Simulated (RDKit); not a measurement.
Job for RDKit: MMFF94 on CH6O2 (a complex).

```python
from rdkit import Chem
from rdkit.Chem import AllChem, rdDetermineBonds

blocks = [
'''3

O    -2.63715898    0.08435036    0.07753922
H    -3.05383598    0.88322336    0.40330922
H    -1.70813198    0.19510736    0.31848822
''',
'''6

O     1.22693702    0.17318936    0.54162022
H     1.59492002   -0.39888764    1.21914822
C     1.69194202   -0.29844064   -0.72053878
H     1.26112502    0.35265336   -1.47365278
H     2.77790602   -0.24764764   -0.79485078
H     1.36359902   -1.31830964   -0.91961978
''',
]
mol = None
for b in blocks:
    f = Chem.MolFromXYZBlock(b)
    rdDetermineBonds.DetermineBonds(f, charge=0)
    mol = f if mol is None else Chem.CombineMols(mol, f)
Chem.SanitizeMol(mol)
print(Chem.MolToSmiles(Chem.RemoveHs(mol)))
ff = AllChem.MMFFGetMoleculeForceField(mol, AllChem.MMFFGetMoleculeProperties(mol), nonBondedThresh=100.0, ignoreInterfragInteractions=False)
e = ff.CalcEnergy()
print(f'MMFF94 energy {e:.6f} kcal/mol')
```

Program output:

```
CO.O
MMFF94 energy -1.153689 kcal/mol
```

The run finished.

Cost: very roughly 0.04 core-seconds.
